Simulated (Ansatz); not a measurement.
Reaction (substitution at a C–C bond): `C=CCCCl` + `OCF` → `FCOCCCl` + ethylene

Isolated molecules relaxed with PBE0-D4/def2-TZVP in Ansatz; ΔE leaves out vibrations. CBS: MP2 limit from def2 TZ/QZ plus the TZ coupled-cluster correction, frozen cores. This one scheme is used for every species. DFT in def2-TZVPP. One conformer a species, not always the lowest.

```json
{"level": "PBE-D4", "ΔE (kcal/mol)": "11.2"}
{"level": "BHLYP-D4", "ΔE (kcal/mol)": "10.0"}
```

(1) What does CCSD(T)/CBS give? (An estimate is asked.)

Largest T1 diagnostic among the species: 0.011.

Answers

(1) Computed: +11.2 kcal/mol. The listed levels differ from it by 0.0, -1.2 kcal/mol.

Leaving LDA and LC-ωPBE aside and taking each functional with its dispersion term where it has one, the values, not all of them listed here, spread over 2.3 kcal/mol, from CAM-B3LYP-D4 to PBE-QIDH. At CCSD(T), def2-SVP lies −1.4 kcal/mol from the extrapolated value and def2-TZVPP −0.5 kcal/mol.
